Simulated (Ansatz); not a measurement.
## Forces away from equilibrium

CHO2 (SMILES O=[C-]O) (charge -1), singlet, at a frame of a short PBE0-D4/def2-SVPD trajectory.

```csv
atom,x (Å),y (Å),z (Å)
O1,-0.0131,0.3344,1.2511
C2,0.6163,-0.3633,0.4046
O3,0.0891,-0.2829,-0.8288
H4,-0.6805,0.3294,-0.7406
```

Program: Ansatz 0.2.0. Basis: def2-TZVPPD. Cores are frozen in the correlated methods.

CCSD(T) forces from the calculation:
| atom | Fx | Fy | Fz (eV/Å) |
| --- | --- | --- | --- |
| O1 | 0.529 | -0.528 | -0.514 |
| C2 | 0.160 | 0.523 | 2.520 |
| O3 | -0.727 | 0.016 | -2.111 |
| H4 | 0.039 | -0.010 | 0.105 |

Which atom feels the largest CCSD(T) force, and how large is it?

C2, 2.58 eV/Å, along (0.06, 0.20, 0.98).

Root-mean-square difference of the force components from those of CCSD(T): PBE-D4 0.382; r2SCAN-D4 0.267; PBE0-D4 0.388; wB97M-V 0.244 eV/Å.

No T1 diagnostic of these runs exceeds 0.025. These are differences at one structure, and CCSD(T) in triple zeta is itself an approximation.

For scale, one of the runs: CCSD(T)/def2-TZVPPD forces, 134 basis functions, launched by `ansatz run in.yaml --threads 2 --pin off --events-out ev --progress --plain --max-ram 3481MiB`. Time: 46 s of wall clock on 2 CPU threads of an Arm Neoverse V2; the host was shared. Peak host memory: 1.2 GiB.
